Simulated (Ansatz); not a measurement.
We consider bcc Rb, described by LDA (PAW; Ansatz, an electronic-structure program).

Numerical settings: plane-wave cutoff 520 eV, 12×12×12 k mesh, Fermi–Dirac smearing 0.1 eV, perturbation theory, scalar-relativistic PAW data made under PBE.

The cell has the measured lattice parameters. Conventional cell: a = 5.6990 Å, b = 5.6990 Å, c = 5.6990 Å, α = 90.00°, β = 90.00°, γ = 90.00°.

```xyz
1
Lattice="-2.8495 2.8495 2.8495 2.8495 -2.8495 2.8495 2.8495 2.8495 -2.8495" Properties=species:S:1:pos:R:3 pbc="T T T"
Rb     0.0000     0.0000     0.0000
```

Harmonic phonon frequencies (cm⁻¹; i marks an imaginary mode):

```json
[
 {"q point": "H", "frequencies": "[?]"},
 {"q point": "N", "frequencies": "[?]"},
 {"q point": "P", "frequencies": "29 29 29"}
]
```

**Question.** What belongs in the gaps?

**Answer.** 
- H, frequencies: 39 39 39
- N, frequencies: 5 27 39

No imaginary mode appears at these points.

Note: the cell isn't this level's own, so it is under some stress, which shifts stiffness and frequencies.
